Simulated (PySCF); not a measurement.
## A basis-limit estimate, worked out

An elementary step of CH8SSi, singlet (CH₆Si ([CH3][SiH3]) + H₂S → SiH₄S ([SiH3][SH]) + CH₄; bonds formed: Si1–S7, C2–H6; bonds broken: Si1–C2, H6–S7). “Start” is the structure reached by relaxing down from the saddle towards the reactants; PBE0-D4/def2-TZVP structures. The saddle:

Si1  (-0.657, 0.811, -0.264)
C2  (-0.066, -0.968, 0.793)
H3  (-0.883, 0.718, -1.723)
H4  (-2.014, 0.441, 0.279)
H5  (-0.375, 2.086, 0.431)
H6  (0.763, -0.194, 0.155)
S7  (1.826, 0.892, -0.812)
H8  (-0.473, -0.661, 1.754)
H9  (0.856, -1.534, 0.975)
H10  (-0.754, -1.615, 0.249)
H11  (1.777, 0.024, -1.837)
(Å)

Program: PySCF 2.14 with density fitting (its default auxiliary sets; JK sets also for MP2 and CCSD(T)). Basis: def2-TZVPP and def2-QZVPP. Cores are frozen in the correlated methods.

Energies in eV:

| quantity | saddle | start |
| --- | --- | --- |
| Hartree–Fock, triple zeta (X = 3) | -19834.60854 | -19837.86876 |
| Hartree–Fock, quadruple zeta (X = 4) | -19835.23473 | -19838.48853 |
| MP2 correlation, X = 3 | -14.74001 | -13.90159 |
| MP2 correlation, X = 4 | -15.73063 | -14.84313 |
| CCSD(T) correlation, X = 3 | -16.94924 | -16.23212 |

Question: Work out the barrier at the basis limit: extrapolate Hartree–Fock as E(X) = E∞ + A exp(−7.88 √X) and the MP2 correlation as E(X) = E∞ + B X^−2.97 (the exponents that Neese and Valeev fitted for def2-TZVPP and QZVPP), then add CCSD(T) − MP2 in triple zeta.

Answer: Each step is linear, so take the differences first (saddle − start): Hartree–Fock 3.26022 (X = 3) and 3.25380 (X = 4); MP2 correlation -0.83842 and -0.88750; CCSD(T) correlation -0.71712.
Two points give E∞ = E(4) + w [E(4) − E(3)], with w = 1/(exp(7.88 (2 − √3)) − 1) = 0.1377 for Hartree–Fock and w = 1/((4/3)^2.97 − 1) = 0.7407 for the correlation.
Hartree–Fock: 3.25380 + 0.1377 × (-0.00642) = 3.2529 eV.
MP2 correlation: -0.88750 + 0.7407 × (-0.04908) = -0.9239 eV.
CCSD(T) − MP2: -0.71712 − (-0.83842) = 0.1213 eV.
Sum: 3.2529 + (-0.9239) + 0.1213 = 2.4503 eV, or 56.51 kcal/mol. Plain CCSD(T) in triple zeta gives 2.5431 eV, so the larger basis shifts the result by -0.0928 eV.

No T1 diagnostic of these runs exceeds 0.012.

Labels in which every atom is bracketed show which atoms are joined, not bond orders.

For scale, one of the runs: CCSD(T)/def2-TZVPP, 227 basis functions, launched by `OMP_NUM_THREADS=4 python run.py`. Hardware: 4 CPU threads of an Arm Neoverse V2, shared host. Wall time 9.1 min; peak host memory 3.2 GiB.
